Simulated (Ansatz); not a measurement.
Results of rVV10 (PAW; Ansatz, a quantum-chemistry and plane-wave program) for rock-salt HfC.

Run with plane-wave cutoff 500 eV, 14×14×14 k mesh, Fermi–Dirac smearing 0.05 eV, scalar-relativistic PAW data made under PBE.

Computed at the level's own relaxed cell.

**Question.** Give the computed equilibrium volume per atom and lattice constant a.

**Answer.** 
equilibrium volume per atom: 12.78 Å³/atom
lattice constant a: 4.676 Å

Measured, for comparison: equilibrium volume per atom 12.47 Å³/atom, lattice constant a 4.638 Å (temperature not stated, not corrected to a static lattice; as tabulated in Zhang et al. (2018), doi:10.1088/1367-2630/aac7f0). Computed (rounded) less measured: equilibrium volume per atom +2.5 %, lattice constant a +0.8 %.

Spin–orbit coupling is not included.

Static lattice: no zero-point or thermal effects.

It cost very roughly 30 core-seconds of CPU time.
